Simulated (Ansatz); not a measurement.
We consider zinc-blende BeTe, described by PBE0-D3(BJ) (plane waves, PAW; Ansatz, a quantum-chemistry and plane-wave program).

Numerical settings: plane-wave cutoff 460 eV, 8×8×8 k mesh, Fermi–Dirac smearing 0.01 eV, scalar-relativistic PAW data made under PBE.

Energies at three volumes about the minimum:

```csv
V (Å³/atom),E − E_lowest (meV/atom)
20.794,2.81
21.222,0.00
21.860,2.54
```

**Question.** Fit a parabola by hand: where is the minimum, what lattice constant follows, and what is the bulk modulus?

**Answer.** Slopes: (0.00 − 2.81)/(21.222 − 20.794) = -6.565 and (2.54 − 0.00)/(21.860 − 21.222) = 3.981 meV/Å³. Curvature E″ = 2 × (3.981 − (-6.565))/(21.860 − 20.794) = 19.786 meV/Å⁶. From the middle of the first interval, the slope vanishes at V0 = 21.0080 − (-6.565)/19.786 = 21.340 Å³/atom. B = V0 E″ = 21.340 × 19.786 meV/Å³ × 0.1602 GPa per meV/Å³ = 67.6 GPa. With 8 atoms in the cube, a = (8 × 21.340)^(1/3) = 5.547 Å. The full Birch–Murnaghan fit to all volumes gives V0 = 21.329 Å³/atom and B0 = 66.9 GPa.

Measured, for comparison: bulk modulus 67 GPa (room temperature, no zero-point or thermal correction; as tabulated in Elmahjoubi et al. (2023), arXiv:2303.01780); lattice constant a 5.626 Å (temperature not stated, no zero-point or thermal correction; as tabulated in Bernardini et al. (2000), arXiv:cond-mat/0007180). Computed (rounded) less measured: bulk modulus -0.1 %.
